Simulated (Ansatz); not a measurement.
## doublet MgB: levels of theory in one basis

| atom | x (Å) | y (Å) | z (Å) |
| --- | --- | --- | --- |
| Mg | 0.0000 | 0.0000 | -1.1898 |
| B | 0.0000 | 0.0000 | 1.1898 |

Basis set: def2-SVP (spherical functions). Frozen core: 2 orbitals. Correlation on ROHF uses semicanonical orbitals with singles. Charge 0, multiplicity 2.

Computed with Ansatz (development build ahead of 0.2.0); each method stands on the lowest determinant of its kind that the runs found.

```tsv
method	E − E(ROHF) (eV)	<S²> of the determinant
ROHF	0.00	0.75
UHF	-0.82	1.58
ROHF-MP2	-2.30	–
UHF-MP2	-2.39	1.58
ROHF-CCSD(T)	-3.37	–
UHF-CCSDT(Q)	-3.44	1.58
```

(1) What does UHF-CCSD(T) give on the same scale?

Results:

(1) -3.32 eV.

Caution for ROHF, ROHF-MP2, ROHF-CCSD(T): an unrestricted determinant lies well below. Caution for UHF, UHF-MP2, UHF-CCSD(T), UHF-CCSDT(Q): the unrestricted determinant is a mixture of spin states. Caution for UHF-CCSD(T): another reference gives a lower total.
